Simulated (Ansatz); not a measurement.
Input file:

```yaml
crystal:
  periodic: [false, false, false]
  atoms:
    - {symbol: O, position_ang: [-1.074549, -0.030281, 0.000000]}
    - {symbol: H, position_ang: [-1.323859, 0.896295, 0.000000]}
    - {symbol: H, position_ang: [0.100451, -0.030281, 0.000000]}
    - {symbol: B, position_ang: [1.356451, -0.030281, 0.000000]}
    - {symbol: H, position_ang: [1.865524, -0.030281, 1.077008]}
    - {symbol: H, position_ang: [1.865524, -0.030281, -1.077009]}
basis:
  gaussian: {orbitals: STO-3G, point_charges: [{charge: 1.00, position_ang: [4.796, -0.237, -0.864]}]}
magnetization: {spin_polarized: true, initial_magnetization: 1}
correlation: {method: mp2, electrons: all}
```

```sh
$ ansatz run in.yaml --threads 1 --pin off --events-out ev --progress --plain --max-ram 2393MiB
```

Output:

```
185 factors; integrals over basis functions are off by at most 4.5e-5 eV
mean field evaluation 1: about -2727.8170 eV, gradient 1.8e1 eV
mean field evaluation 2: about -2727.8786 eV, gradient 1.8e1 eV
mean field evaluation 4: about -2731.0597 eV, gradient 2.7e0 eV
mean field evaluation 8: about -2731.2218 eV, gradient 4.7e-2 eV
mean field evaluation 16: about -2731.2162 eV, gradient 4.7e-1 eV
mean field -2731.21883746 eV, -100.3704409900 hartree, gradient 1.3e-6 eV, S^2 0.768416; 5 other end points of the search recorded, 0 dependent functions left out
reference -2731.21883746 eV, -100.3704409900 hartree; 9, 8 occupied and 5, 6 virtual orbitals, 185 factors
second order -1.64317746 eV of doubles, -0.00000000 eV of singles
Total energy: -2732.86201492 eV, -100.4308266478 hartree
```

Ran on 1 thread of Arm Neoverse V1, shared host: 0.12 s wall, 0.06 GiB peak host memory.
